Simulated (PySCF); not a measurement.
A GIAO shielding run with PySCF 2.14 (density fitting, non-relativistic, gas phase) on Propynyl Isocyanide, C₄H₃N:

```
$ OMP_NUM_THREADS=1 python probes_run.py task.json out

{"job": {"kind": "nmr", "xc": "KT3", "basis": "pcSseg-2", "pop": false}, "charge": 0, "multiplicity": 1}
C      3.571867     0.391377    -0.162734
N      2.416466     0.264679     0.010559
C      1.133112     0.125029     0.201920
C     -0.048397    -0.007457     0.380657
C     -1.469698    -0.166452     0.594905
H     -2.021456     0.675868     0.170968
H     -1.831102    -1.083317     0.123546
H     -1.695617    -0.219065     1.662540
```

Hardware: 1 thread of an Arm Neoverse V2, shared host.

Question: How large is the calculation?

Answer: 34 electrons, 222 basis functions and 579 auxiliary functions.

Question: How long does it take, and how much memory does it need?

Answer: 17 s of wall time, with 15 SCF cycles; peak memory 0.67 GiB. Times on a shared host scatter by some tens of per cent.

Question: And these other runs on the same molecule and hardware: GIAO shielding at B97-2/pcSseg-2; GIAO shielding at PBE0/pcSseg-2; GIAO shielding at wB97X-D/pcSseg-2?

Answer: B97-2/pcSseg-2: 222 functions, 11 s; PBE0/pcSseg-2: 222 functions, 12 s; wB97X-D/pcSseg-2: 222 functions, 14 s.
